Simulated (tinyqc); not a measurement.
UHF in the sto-3g basis, for LiH, spin multiplicity 3, step by step (part 1 of 3). Computed by tinyqc, a small Python program that keeps every step (integrals from PySCF). Settings: charge = 0, multiplicity = 3, basis = sto-3g, energy threshold = 1e-09, iteration cap = 88, orthogonalisation = symmetric, start = core, DIIS depth = 4, method = UHF. Command: `OMP_NUM_THREADS=1 python tinyqc.py 21876 21877 out.jsonl` (the two numbers bound the seeds that draw the settings). One thread of a shared host (Intel(R) Xeon(R) Processor @ 2.60GHz), about 0.1 s of CPU time with the checks. Later iterations appear only in the table of the cycle.

## One-electron integrals

Geometry (angstrom):
```
atom         x         y         z
Li    0.000000  0.000000  0.000000
H     0.000000  0.000000  2.433000
```

Basis sto-3g: exponents (1/bohr^2) and contraction coefficients of normalised primitives:
```
element  l (shell)   exponent  coefficient
Li           s (1)  16.119575     0.154329
Li           s (1)   2.936201     0.535328
Li           s (1)   0.794651     0.444635
Li           s (2)   0.636290    -0.099967
Li           s (2)   0.147860     0.399513
Li           s (2)   0.048089     0.700115
Li           p (3)   0.636290     0.155916
Li           p (3)   0.147860     0.607684
Li           p (3)   0.048089     0.391957
H            s (1)   3.425251     0.154329
H            s (1)   0.623914     0.535328
H            s (1)   0.168855     0.444635
```

Overlap, kinetic and nuclear-attraction integrals over the contracted functions; the nuclear repulsion is the sum of Za Zb / Rab.

nuclear repulsion = 0.65249964 hartree

overlap S, order 1Li 1s, 1Li 2s, 1Li 2px, 1Li 2py, 1Li 2pz, 2H 1s:
```
[[1.000000, 0.241137, 0.000000, 0.000000, 0.000000, 0.009722],
 [0.241137, 1.000000, 0.000000, 0.000000, 0.000000, 0.209453],
 [0.000000, 0.000000, 1.000000, 0.000000, 0.000000, 0.000000],
 [0.000000, 0.000000, 0.000000, 1.000000, 0.000000, 0.000000],
 [0.000000, 0.000000, 0.000000, 0.000000, 1.000000, 0.312306],
 [0.009722, 0.209453, 0.000000, 0.000000, 0.312306, 1.000000]]
```

kinetic energy T (hartree), order 1Li 1s, 1Li 2s, 1Li 2px, 1Li 2py, 1Li 2pz, 2H 1s:
```
[[3.576786, -0.020237, 0.000000, 0.000000, 0.000000, -0.005025],
 [-0.020237, 0.102163, 0.000000, 0.000000, 0.000000, 0.005336],
 [0.000000, 0.000000, 0.319682, 0.000000, 0.000000, 0.000000],
 [0.000000, 0.000000, 0.000000, 0.319682, 0.000000, 0.000000],
 [0.000000, 0.000000, 0.000000, 0.000000, 0.319682, 0.030863],
 [-0.005025, 0.005336, 0.000000, 0.000000, 0.030863, 0.760032]]
```

nuclear attraction V (hartree), order 1Li 1s, 1Li 2s, 1Li 2px, 1Li 2py, 1Li 2pz, 2H 1s:
```
[[-8.200381, -1.016790, 0.000000, 0.000000, -0.006965, -0.038049],
 [-1.016790, -1.419356, 0.000000, 0.000000, -0.076145, -0.308438],
 [0.000000, 0.000000, -1.391278, 0.000000, 0.000000, 0.000000],
 [0.000000, 0.000000, 0.000000, -1.391278, 0.000000, 0.000000],
 [-0.006965, -0.076145, 0.000000, 0.000000, -1.446314, -0.464260],
 [-0.038049, -0.308438, 0.000000, 0.000000, -0.464260, -1.879093]]
```

core Hamiltonian H = T + V (hartree), order 1Li 1s, 1Li 2s, 1Li 2px, 1Li 2py, 1Li 2pz, 2H 1s:
```
[[-4.623595, -1.037028, 0.000000, 0.000000, -0.006965, -0.043074],
 [-1.037028, -1.317192, 0.000000, 0.000000, -0.076145, -0.303102],
 [0.000000, 0.000000, -1.071596, 0.000000, 0.000000, 0.000000],
 [0.000000, 0.000000, 0.000000, -1.071596, 0.000000, 0.000000],
 [-0.006965, -0.076145, 0.000000, 0.000000, -1.126633, -0.433396],
 [-0.043074, -0.303102, 0.000000, 0.000000, -0.433396, -1.119061]]
```

## Two-electron integrals

Functions are numbered as in S; the eight-fold symmetry (ij|kl) = (ji|kl) = (kl|ij) leaves the list below.

Two-electron integrals (ij|kl) in chemists' order, unique and non-zero (hartree):
```
(11|11) 1.680395   (21|11) 0.265420   (21|21) 0.049941   (22|11) 0.397727
(22|21) 0.092860   (22|22) 0.290562   (31|31) 0.008981   (32|31) 0.013788
(32|32) 0.064184   (33|11) 0.396640   (33|21) 0.092880   (33|22) 0.290497
(33|33) 0.312946   (41|41) 0.008981   (42|41) 0.013788   (42|42) 0.064184
(43|43) 0.016869   (44|11) 0.396640   (44|21) 0.092880   (44|22) 0.290497
(44|33) 0.279207   (44|44) 0.312946   (51|51) 0.008981   (52|51) 0.013788
(52|52) 0.064184   (53|53) 0.016869   (54|54) 0.016869   (55|11) 0.396640
(55|21) 0.092880   (55|22) 0.290497   (55|33) 0.279207   (55|44) 0.279207
(55|55) 0.312946   (61|11) 0.009928   (61|21) 0.001905   (61|22) 0.003698
(61|33) 0.003647   (61|44) 0.003647   (61|51) 0.000273   (61|52) 0.000539
(61|55) 0.003803   (61|61) 0.000083   (62|11) 0.057517   (62|21) 0.013755
(62|22) 0.050506   (62|33) 0.047477   (62|44) 0.047477   (62|51) 0.002032
(62|52) 0.016070   (62|55) 0.056514   (62|61) 0.000656   (62|62) 0.019570
(63|31) 0.000667   (63|32) 0.003979   (63|53) 0.001965   (63|63) 0.000866
(64|41) 0.000667   (64|42) 0.003979   (64|54) 0.001965   (64|64) 0.000866
(65|11) 0.082289   (65|21) 0.019759   (65|22) 0.073974   (65|33) 0.068966
(65|44) 0.068966   (65|51) 0.003121   (65|52) 0.024936   (65|55) 0.083919
(65|61) 0.000957   (65|62) 0.030340   (65|65) 0.047207   (66|11) 0.217486
(66|21) 0.052435   (66|22) 0.210225   (66|33) 0.193826   (66|44) 0.193826
(66|51) 0.006949   (66|52) 0.072436   (66|55) 0.242806   (66|61) 0.002486
(66|62) 0.110124   (66|65) 0.174130   (66|66) 0.774606
```

## Orthogonalisation

S = U s U^T; symmetric (Loewdin) form X = U s^(-1/2) U^T, so that X^T S X = 1.

eigenvalues of S: [0.597190, 0.810971, 1.000000, 1.000000, 1.181530, 1.410309]

X, order 1Li 1s, 1Li 2s, 1Li 2px, 1Li 2py, 1Li 2pz, 2H 1s:
```
[[1.023313, -0.128299, 0.000000, 0.000000, -0.004501, 0.016576],
 [-0.128299, 1.042499, 0.000000, 0.000000, 0.028398, -0.118741],
 [0.000000, 0.000000, 1.000000, 0.000000, 0.000000, 0.000000],
 [0.000000, 0.000000, 0.000000, 1.000000, 0.000000, 0.000000],
 [-0.004501, 0.028398, 0.000000, 0.000000, 1.040897, -0.171869],
 [0.016576, -0.118741, 0.000000, 0.000000, -0.171869, 1.059803]]
```

## Starting guess

The start is the orbitals of the core Hamiltonian; D(s) = C_occ C_occ^T for each spin.

D(alpha) at the start, order 1Li 1s, 1Li 2s, 1Li 2px, 1Li 2py, 1Li 2pz, 2H 1s:
```
[[1.063377, -0.263898, 0.000000, 0.000000, 0.003041, 0.028915],
 [-0.263898, 1.099047, 0.000000, 0.000000, -0.030998, -0.128959],
 [0.000000, 0.000000, 0.000000, 0.000000, 0.000000, 0.000000],
 [0.000000, 0.000000, 0.000000, 0.000000, 0.000000, 0.000000],
 [0.003041, -0.030998, 0.000000, 0.000000, 0.467821, 0.377602],
 [0.028915, -0.128959, 0.000000, 0.000000, 0.377602, 0.314632]]
```

D(beta) at the start, order 1Li 1s, 1Li 2s, 1Li 2px, 1Li 2py, 1Li 2pz, 2H 1s:
```
[[1.011281, -0.024762, 0.000000, 0.000000, 0.000298, 0.004069],
 [-0.024762, 0.000606, 0.000000, 0.000000, -0.000007, -0.000100],
 [0.000000, 0.000000, 0.000000, 0.000000, 0.000000, 0.000000],
 [0.000000, 0.000000, 0.000000, 0.000000, 0.000000, 0.000000],
 [0.000298, -0.000007, 0.000000, 0.000000, 0.000000, 0.000001],
 [0.004069, -0.000100, 0.000000, 0.000000, 0.000001, 0.000016]]
```

## Iteration 1: building the Fock matrix

J_ij = sum D_kl (ij|kl) with D = D(alpha) + D(beta), K_ij = sum D_kl (ik|jl) for each spin; F = H + J - K(s); E = tr D H + tr D J / 2 - 0.5 sum_s tr D(s) K(s) + E_nn.

Coulomb J (hartree), order 1Li 1s, 1Li 2s, 1Li 2px, 1Li 2py, 1Li 2pz, 2H 1s:
```
[[4.072316, 0.695386, 0.000000, 0.000000, 0.003242, 0.026653],
 [0.695386, 1.336176, 0.000000, 0.000000, 0.033623, 0.244936],
 [0.000000, 0.000000, 1.320391, 0.000000, 0.000000, 0.000000],
 [0.000000, 0.000000, 0.000000, 1.320391, 0.000000, 0.000000],
 [0.003242, 0.033623, 0.000000, 0.000000, 1.360556, 0.361067],
 [0.026653, 0.244936, 0.000000, 0.000000, 0.361067, 1.108227]]
```

exchange K(alpha) (hartree), order 1Li 1s, 1Li 2s, 1Li 2px, 1Li 2py, 1Li 2pz, 2H 1s:
```
[[1.706210, 0.273256, 0.000000, 0.000000, 0.000612, 0.014240],
 [0.273256, 0.359526, 0.000000, 0.000000, 0.018649, 0.107222],
 [0.000000, 0.000000, 0.081475, 0.000000, 0.000000, 0.000000],
 [0.000000, 0.000000, 0.000000, 0.081475, 0.000000, 0.000000],
 [0.000612, 0.018649, 0.000000, 0.000000, 0.291195, 0.205299],
 [0.014240, 0.107222, 0.000000, 0.000000, 0.205299, 0.388420]]
```

exchange K(beta) (hartree), order 1Li 1s, 1Li 2s, 1Li 2px, 1Li 2py, 1Li 2pz, 2H 1s:
```
[[1.686318, 0.257626, 0.000000, 0.000000, 0.000454, 0.009482],
 [0.257626, 0.046184, 0.000000, 0.000000, 0.000110, 0.001725],
 [0.000000, 0.000000, 0.008443, 0.000000, 0.000000, 0.000000],
 [0.000000, 0.000000, 0.000000, 0.008443, 0.000000, 0.000000],
 [0.000454, 0.000110, 0.000000, 0.000000, 0.008460, 0.000249],
 [0.009482, 0.001725, 0.000000, 0.000000, 0.000249, 0.000075]]
```

F(alpha) (hartree), order 1Li 1s, 1Li 2s, 1Li 2px, 1Li 2py, 1Li 2pz, 2H 1s:
```
[[-2.257488, -0.614898, 0.000000, 0.000000, -0.004336, -0.030662],
 [-0.614898, -0.340543, 0.000000, 0.000000, -0.061171, -0.165388],
 [0.000000, 0.000000, 0.167320, 0.000000, 0.000000, 0.000000],
 [0.000000, 0.000000, 0.000000, 0.167320, 0.000000, 0.000000],
 [-0.004336, -0.061171, 0.000000, 0.000000, -0.057271, -0.277628],
 [-0.030662, -0.165388, 0.000000, 0.000000, -0.277628, -0.399254]]
```

F(beta) (hartree), order 1Li 1s, 1Li 2s, 1Li 2px, 1Li 2py, 1Li 2pz, 2H 1s:
```
[[-2.237597, -0.599268, 0.000000, 0.000000, -0.004178, -0.025903],
 [-0.599268, -0.027201, 0.000000, 0.000000, -0.042631, -0.059892],
 [0.000000, 0.000000, 0.240352, 0.000000, 0.000000, 0.000000],
 [0.000000, 0.000000, 0.000000, 0.240352, 0.000000, 0.000000],
 [-0.004178, -0.042631, 0.000000, 0.000000, 0.225463, -0.072578],
 [-0.025903, -0.059892, 0.000000, 0.000000, -0.072578, -0.010908]]
```

total energy of this density = -7.63231974 hartree

## Iteration 1: diagonalisation and new density

Diagonalise F' = X^T F X, C = X C', fill 3 alpha and 1 beta electrons from the bottom; D(s) = C_occ C_occ^T. Each column has its largest component positive (the first on a tie).

F' = X^T F X (alpha) (hartree):
```
[[-2.208556, -0.324855, 0.000000, 0.000000, -0.004956, 0.016533],
 [-0.324855, -0.210158, 0.000000, 0.000000, -0.016781, -0.106298],
 [0.000000, 0.000000, 0.167320, 0.000000, 0.000000, 0.000000],
 [0.000000, 0.000000, 0.000000, 0.167320, 0.000000, 0.000000],
 [-0.004956, -0.016781, 0.000000, 0.000000, 0.023317, -0.231136],
 [0.016533, -0.106298, 0.000000, 0.000000, -0.231136, -0.313913]]
```

orbital energies (alpha) (hartree): [-2.260063, -0.466159, -0.128122, 0.145034, 0.167320, 0.167320]

coefficients C (alpha), order 1Li 1s, 1Li 2s, 1Li 2px, 1Li 2py, 1Li 2pz, 2H 1s:
```
[[0.990592, -0.081268, -0.271389, -0.048954, 0.000000, 0.000000],
 [0.036542, 0.245875, 1.006742, 0.207002, 0.000000, 0.000000],
 [0.000000, 0.000000, 0.000000, 0.000000, 0.968987, 0.247113],
 [0.000000, 0.000000, 0.000000, 0.000000, -0.247113, 0.968987],
 [0.003393, 0.292504, -0.196497, 0.994812, 0.000000, 0.000000],
 [-0.002203, 0.794530, -0.312812, -0.661786, 0.000000, 0.000000]]
```

F' = X^T F X (beta) (hartree):
```
[[-2.186858, -0.350347, 0.000000, 0.000000, -0.005232, 0.016192],
 [-0.350347, 0.105973, 0.000000, 0.000000, -0.016724, -0.070507],
 [0.000000, 0.000000, 0.240352, 0.000000, 0.000000, 0.000000],
 [0.000000, 0.000000, 0.000000, 0.240352, 0.000000, 0.000000],
 [-0.005232, -0.016724, 0.000000, 0.000000, 0.268077, -0.118325],
 [0.016192, -0.070507, 0.000000, 0.000000, -0.118325, 0.034656]]
```

orbital energies (beta) (hartree): [-2.239232, -0.041316, 0.183577, 0.240352, 0.240352, 0.318818]

coefficients C (beta), order 1Li 1s, 1Li 2s, 1Li 2px, 1Li 2py, 1Li 2pz, 2H 1s:
```
[[0.993081, -0.081410, -0.263640, 0.000000, 0.000000, -0.039770],
 [0.027445, 0.266227, 1.008858, 0.000000, 0.000000, 0.169546],
 [0.000000, 0.000000, 0.000000, 0.751605, 0.659614, 0.000000],
 [0.000000, 0.000000, 0.000000, -0.659614, 0.751605, 0.000000],
 [0.003200, 0.225202, -0.151469, 0.000000, 0.000000, 1.019884],
 [-0.004097, 0.822291, -0.371423, 0.000000, 0.000000, -0.594105]]
```

D(alpha) after iteration 1, order 1Li 1s, 1Li 2s, 1Li 2px, 1Li 2py, 1Li 2pz, 2H 1s:
```
[[1.061529, -0.257003, 0.000000, 0.000000, 0.032917, 0.018141],
 [-0.257003, 1.075320, 0.000000, 0.000000, -0.125779, -0.119646],
 [0.000000, 0.000000, 0.000000, 0.000000, 0.000000, 0.000000],
 [0.000000, 0.000000, 0.000000, 0.000000, 0.000000, 0.000000],
 [0.032917, -0.125779, 0.000000, 0.000000, 0.124181, 0.293862],
 [0.018141, -0.119646, 0.000000, 0.000000, 0.293862, 0.729134]]
```

D(beta) after iteration 1, order 1Li 1s, 1Li 2s, 1Li 2px, 1Li 2py, 1Li 2pz, 2H 1s:
```
[[0.986210, 0.027255, 0.000000, 0.000000, 0.003178, -0.004069],
 [0.027255, 0.000753, 0.000000, 0.000000, 0.000088, -0.000112],
 [0.000000, 0.000000, 0.000000, 0.000000, 0.000000, 0.000000],
 [0.000000, 0.000000, 0.000000, 0.000000, 0.000000, 0.000000],
 [0.003178, 0.000088, 0.000000, 0.000000, 0.000010, -0.000013],
 [-0.004069, -0.000112, 0.000000, 0.000000, -0.000013, 0.000017]]
```

Within a degenerate level the vectors are fixed only up to a rotation; this is one choice.

## Iteration 2: building the Fock matrix

As before.

Coulomb J (hartree), order 1Li 1s, 1Li 2s, 1Li 2px, 1Li 2py, 1Li 2pz, 2H 1s:
```
[[3.989737, 0.678627, 0.000000, 0.000000, 0.003604, 0.026011],
 [0.678627, 1.305282, 0.000000, 0.000000, 0.048499, 0.262391],
 [0.000000, 0.000000, 1.287398, 0.000000, 0.000000, 0.000000],
 [0.000000, 0.000000, 0.000000, 1.287398, 0.000000, 0.000000],
 [0.003604, 0.048499, 0.000000, 0.000000, 1.333929, 0.390879],
 [0.026011, 0.262391, 0.000000, 0.000000, 0.390879, 1.300759]]
```

exchange K(alpha) (hartree), order 1Li 1s, 1Li 2s, 1Li 2px, 1Li 2py, 1Li 2pz, 2H 1s:
```
[[1.702303, 0.268490, 0.000000, 0.000000, 0.001737, 0.012153],
 [0.268490, 0.337829, 0.000000, 0.000000, -0.005421, 0.128252],
 [0.000000, 0.000000, 0.074419, 0.000000, 0.000000, 0.000000],
 [0.000000, 0.000000, 0.000000, 0.074419, 0.000000, 0.000000],
 [0.001737, -0.005421, 0.000000, 0.000000, 0.188215, 0.217348],
 [0.012153, 0.128252, 0.000000, 0.000000, 0.217348, 0.659959]]
```

exchange K(beta) (hartree), order 1Li 1s, 1Li 2s, 1Li 2px, 1Li 2py, 1Li 2pz, 2H 1s:
```
[[1.671647, 0.273788, 0.000000, 0.000000, 0.000960, 0.010794],
 [0.273788, 0.054411, 0.000000, 0.000000, 0.000271, 0.002224],
 [0.000000, 0.000000, 0.009651, 0.000000, 0.000000, 0.000000],
 [0.000000, 0.000000, 0.000000, 0.009651, 0.000000, 0.000000],
 [0.000960, 0.000271, 0.000000, 0.000000, 0.009628, 0.000337],
 [0.010794, 0.002224, 0.000000, 0.000000, 0.000337, 0.000107]]
```

F(alpha) (hartree), order 1Li 1s, 1Li 2s, 1Li 2px, 1Li 2py, 1Li 2pz, 2H 1s:
```
[[-2.336161, -0.626890, 0.000000, 0.000000, -0.005098, -0.029216],
 [-0.626890, -0.349739, 0.000000, 0.000000, -0.022225, -0.168963],
 [0.000000, 0.000000, 0.141383, 0.000000, 0.000000, 0.000000],
 [0.000000, 0.000000, 0.000000, 0.141383, 0.000000, 0.000000],
 [-0.005098, -0.022225, 0.000000, 0.000000, 0.019081, -0.259865],
 [-0.029216, -0.168963, 0.000000, 0.000000, -0.259865, -0.478261]]
```

F(beta) (hartree), order 1Li 1s, 1Li 2s, 1Li 2px, 1Li 2py, 1Li 2pz, 2H 1s:
```
[[-2.305505, -0.632188, 0.000000, 0.000000, -0.004321, -0.027857],
 [-0.632188, -0.066321, 0.000000, 0.000000, -0.027917, -0.042935],
 [0.000000, 0.000000, 0.206151, 0.000000, 0.000000, 0.000000],
 [0.000000, 0.000000, 0.000000, 0.206151, 0.000000, 0.000000],
 [-0.004321, -0.027917, 0.000000, 0.000000, 0.197668, -0.042854],
 [-0.027857, -0.042935, 0.000000, 0.000000, -0.042854, 0.181590]]
```

total energy of this density = -7.76029028 hartree

## Iteration 2: DIIS over 2 matrices

error matrix X^T (FDS - SDF) X (alpha):
```
[[0.000000, -0.000211, 0.000000, 0.000000, 0.002671, -0.003383],
 [0.000211, 0.000000, 0.000000, 0.000000, -0.023294, 0.023246],
 [0.000000, 0.000000, 0.000000, 0.000000, 0.000000, 0.000000],
 [0.000000, 0.000000, 0.000000, 0.000000, 0.000000, 0.000000],
 [-0.002671, 0.023294, 0.000000, 0.000000, 0.000000, 0.079354],
 [0.003383, -0.023246, 0.000000, 0.000000, -0.079354, 0.000000]]
```

B (overlaps of the stored error matrices):
```
[[1.1871789e-01, 4.0262506e-02],
 [4.0262506e-02, 1.5323835e-02]]
```

Minimise |sum c_i e_i|^2 with sum c_i = 1: solve [B -1; -1 0][c; lambda] = [0; -1] with B_ij = tr e_i^T e_j summed over both spins, and take F = sum c_i F_i.

DIIS coefficients: [-0.465998, 1.465998]

extrapolated F(alpha) (hartree), order 1Li 1s, 1Li 2s, 1Li 2px, 1Li 2py, 1Li 2pz, 2H 1s:
```
[[-2.372822, -0.632478, 0.000000, 0.000000, -0.005453, -0.028543],
 [-0.632478, -0.354024, 0.000000, 0.000000, -0.004076, -0.170628],
 [0.000000, 0.000000, 0.129297, 0.000000, 0.000000, 0.000000],
 [0.000000, 0.000000, 0.000000, 0.129297, 0.000000, 0.000000],
 [-0.005453, -0.004076, 0.000000, 0.000000, 0.054662, -0.251588],
 [-0.028543, -0.170628, 0.000000, 0.000000, -0.251588, -0.515078]]
```

extrapolated F(beta) (hartree), order 1Li 1s, 1Li 2s, 1Li 2px, 1Li 2py, 1Li 2pz, 2H 1s:
```
[[-2.337149, -0.647529, 0.000000, 0.000000, -0.004388, -0.028768],
 [-0.647529, -0.084550, 0.000000, 0.000000, -0.021060, -0.035033],
 [0.000000, 0.000000, 0.190213, 0.000000, 0.000000, 0.000000],
 [0.000000, 0.000000, 0.000000, 0.190213, 0.000000, 0.000000],
 [-0.004388, -0.021060, 0.000000, 0.000000, 0.184716, -0.029002],
 [-0.028768, -0.035033, 0.000000, 0.000000, -0.029002, 0.271294]]
```

## Iteration 2: diagonalisation and new density

As before.

F' = X^T F X (alpha) (hartree):
```
[[-2.324799, -0.327655, 0.000000, 0.000000, -0.013935, 0.018906],
 [-0.327655, -0.218973, 0.000000, 0.000000, 0.043654, -0.106214],
 [0.000000, 0.000000, 0.129297, 0.000000, 0.000000, 0.000000],
 [0.000000, 0.000000, 0.000000, 0.129297, 0.000000, 0.000000],
 [-0.013935, 0.043654, 0.000000, 0.000000, 0.135286, -0.208168],
 [0.018906, -0.106214, 0.000000, 0.000000, -0.208168, -0.446607]]
```

orbital energies (alpha) (hartree): [-2.374626, -0.535440, -0.162522, 0.129297, 0.129297, 0.217495]

coefficients C (alpha), order 1Li 1s, 1Li 2s, 1Li 2px, 1Li 2py, 1Li 2pz, 2H 1s:
```
[[0.992409, -0.052985, -0.267608, 0.000000, 0.000000, -0.068034],
 [0.029913, 0.149731, 1.010216, 0.000000, 0.000000, 0.272614],
 [0.000000, 0.000000, 0.000000, 0.994761, 0.102226, 0.000000],
 [0.000000, 0.000000, 0.000000, -0.102226, 0.994761, 0.000000],
 [0.002905, 0.130855, -0.216633, 0.000000, 0.000000, 1.024583],
 [-0.003110, 0.911455, -0.247510, 0.000000, 0.000000, -0.524475]]
```

F' = X^T F X (beta) (hartree):
```
[[-2.279484, -0.381415, 0.000000, 0.000000, -0.007866, 0.018177],
 [-0.381415, 0.053607, 0.000000, 0.000000, -0.000271, -0.073610],
 [0.000000, 0.000000, 0.190213, 0.000000, 0.000000, 0.000000],
 [0.000000, 0.000000, 0.000000, 0.190213, 0.000000, 0.000000],
 [-0.007866, -0.000271, 0.000000, 0.000000, 0.217668, -0.114426],
 [0.018177, -0.073610, 0.000000, 0.000000, -0.114426, 0.328421]]
```

orbital energies (beta) (hartree): [-2.340293, 0.078508, 0.167646, 0.190213, 0.190213, 0.414350]

coefficients C (beta), order 1Li 1s, 1Li 2s, 1Li 2px, 1Li 2py, 1Li 2pz, 2H 1s:
```
[[0.990342, -0.239597, 0.138423, 0.000000, 0.000000, 0.081120],
 [0.037610, 0.854345, -0.521597, 0.000000, 0.000000, -0.338801],
 [0.000000, 0.000000, 0.000000, 0.975016, 0.222135, 0.000000],
 [0.000000, 0.000000, 0.000000, -0.222135, 0.975016, 0.000000],
 [0.003483, 0.297607, 0.764957, 0.000000, 0.000000, -0.663395],
 [-0.005210, 0.274040, 0.288047, 0.000000, 0.000000, 1.004489]]
```

D(alpha) after iteration 2, order 1Li 1s, 1Li 2s, 1Li 2px, 1Li 2py, 1Li 2pz, 2H 1s:
```
[[1.059297, -0.248590, 0.000000, 0.000000, 0.053923, 0.014856],
 [-0.248590, 1.043851, 0.000000, 0.000000, -0.199167, -0.113658],
 [0.000000, 0.000000, 0.000000, 0.000000, 0.000000, 0.000000],
 [0.000000, 0.000000, 0.000000, 0.000000, 0.000000, 0.000000],
 [0.053923, -0.199167, 0.000000, 0.000000, 0.064061, 0.172878],
 [0.014856, -0.113658, 0.000000, 0.000000, 0.172878, 0.892021]]
```

D(beta) after iteration 2, order 1Li 1s, 1Li 2s, 1Li 2px, 1Li 2py, 1Li 2pz, 2H 1s:
```
[[0.980777, 0.037247, 0.000000, 0.000000, 0.003449, -0.005159],
 [0.037247, 0.001415, 0.000000, 0.000000, 0.000131, -0.000196],
 [0.000000, 0.000000, 0.000000, 0.000000, 0.000000, 0.000000],
 [0.000000, 0.000000, 0.000000, 0.000000, 0.000000, 0.000000],
 [0.003449, 0.000131, 0.000000, 0.000000, 0.000012, -0.000018],
 [-0.005159, -0.000196, 0.000000, 0.000000, -0.000018, 0.000027]]
```

Within a degenerate level the vectors are fixed only up to a rotation; this is one choice.
